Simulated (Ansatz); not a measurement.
Rock-salt BaS was calculated with r²SCAN-D4 (PAW; Ansatz, a first-principles code).

Input file:

Ansatz 0.2 input:
```yaml
crystal:
  lattice:
    - [0.0, 3.137312716, 3.137312716]
    - [3.137312716, 0.0, 3.137312716]
    - [3.137312716, 3.137312716, 0.0]
  atoms:
    - { symbol: Ba, position: [0.0, 0.0, 0.0] }
    - { symbol: S, position: [0.5, 0.5, 0.5] }
basis:
  ecutwfc: 560
  ecutrho_ratio: 4
  xc_grid: 3
kpoints:
  mp_grid: { grid: [10, 10, 10] }
hamiltonian:
  xc: r2scan
  dispersion: d4
  pseudopotentials: { kind: paw }
scf:
  occupations: { method: fermi_dirac, width: 0.01 }
  convergence: { dr2_threshold: 0.0000000002 }
output:
  forces: true
  stress: true
  eigenvalues: true
```

Output (set-up and result lines):

```
Crystal: 2 atoms, lattice volume = 61.759 Å³
Basis set: ecut = 560 eV, 1837 PW (Γ), exchange–correlation on 108×108×108 points (27 copies of the dense FFT grid, shifted against one another)
Bands: 12, of which v1, the nominal top of the filled ones, is band 8 counted from 1 (7 counted from 0)
Symmetry: 48 space group operations
Space group: Fm-3m (ITA 225), of the structure as read, at distance tolerance 4.0e-5 Å
k-points: 47 of 1000
Functional: x = r2scan, c = r2scan; τ floored in thin density (d = 2e-4 eV/Å³)
SCF iter   1: F=—  HF=-6875.197994 eV  |F-HF|=—  |Δ(HF+E_count)|=         —  Δρ=3.92e-3  dr2=9.16e-3  dr2_τ=6.81e-3
SCF iter   2: F=—  HF=-6875.258350 eV  |F-HF|=—  |Δ(HF+E_count)|=   6.04e-2  Δρ=1.87e-3  dr2=1.19e-3  dr2_τ=1.62e-4
  ...
SCF iter   6: F=—  HF=-6875.258624 eV  |F-HF|=—  |Δ(HF+E_count)|=   6.07e-7  Δρ=3.45e-6  dr2=1.14e-8  dr2_τ=4.97e-10
SCF iter   7: F=-6875.258624 eV  HF=-6875.258624 eV  |F-HF|=5.78e-10  |Δ(HF+E_count)|=  8.33e-10  Δρ=5.32e-7  dr2=1.12e-10  dr2_τ=2.16e-11
SCF 1 converged in 7 iterations: F = -6875.258624 eV  dr2 = 1.12e-10
SCF converged after 7 iterations
Free energy (F): -6875.258624 eV
Internal energy: -6875.258624 eV  (E = F + TS)
E sigma→0 (E₀):  -6875.258624 eV
Fermi energy:    7.309147 eV
--- Stress (GPa, compression-positive) ---
        3.234202      -0.000000      -0.000000
       -0.000000       3.234202       0.000000
        0.000000      -0.000000       3.234202
  P = ⅓ Tr σ = 3.2342 GPa (32.342 kbar)
```

The cell is one volume of an energy–volume scan, off the minimum.

The PAW data were made under PBE.
